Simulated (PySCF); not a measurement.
Several species in one continuum solvent.

All values: wB97X-D/def2-SVPD (PySCF, non-relativistic), each on one gas-phase PBE0-D3(BJ)/def2-SVP geometry that isn't relaxed in the solvent. The solvent is an IEF-PCM continuum (Bondi radii, 1.10 Å for H, scaled by 1.2). The model holds no explicit solvent molecules, cavitation or dispersion. Spin–orbit coupling is left out although an atom past zinc is present.

Problem. Order them by E(solvent) − E(gas) in cyclohexane (ε = 2.017), most negative first (kcal/mol).
A. `[N:1]#[C:2][C:3]1=[CH:4][Se:5][CH2:6][C@@H:7]([C:8]#[N:9])[CH2:10]1` with C3–C4–Se5–C6 -5°, C4–Se5–C6–C7 36°, Se5–C6–C7–C8 171°, C6–C7–C10–C3 59°
B. `S=c1cc1` (cyclopropenethione)
C. `[CH3:1][c:2]1[se:3][n:4][cH:5][c:6]1/[CH:7]=[CH:8]/[C:9]#[N:10]` with C5–C6–C7–C8 0°
D. `[CH:1]#[C:2][c:3]1[n:4][se:5][n:6][c:7]1[CH:8]1[CH2:9][CH2:10]1` with N6–C7–C8–C9 -36°

Solution. A (-5.3), C (-4.2), B (-3.4), D (-2.1).

| SMILES | charge | ΔE (kcal/mol) | polarisation term (kcal/mol) | HOMO shift (eV) | dipole gas (D) | dipole solvent (D) | atoms | lowest singlet, gas (eV) | lowest singlet, solvent (eV) |
| --- | --- | --- | --- | --- | --- | --- | --- | --- | --- |
| N#CC1=C[Se]C[C@@H](C#N)C1 | 0 | -5.3 | -5.8 | +0.19 | 4.19 | 4.79 | 16 | 4.73 | 4.64 |
| Cc1[se]ncc1/C=C/C#N | 0 | -4.2 | -4.6 | +0.10 | 4.38 | 4.95 | 16 | 4.56 | 4.40 |
| S=c1cc1 | 0 | -3.4 | -3.9 | -0.14 | 4.92 | 5.74 | 6 | 3.46 | 3.57 |
| C#Cc1n[se]nc1C1CC1 | 0 | -2.1 | -2.2 | 0.00 | 1.86 | 2.10 | 16 | 4.39 | 4.27 |

The polarisation term is half the interaction of the solute with the induced surface charges. Singlets are vertical TDDFT energies (frozen core, non-equilibrium response), the lowest in each medium.

wB97X-D is run here without its empirical dispersion term; that term would change no orbital, density or response property at a fixed geometry.
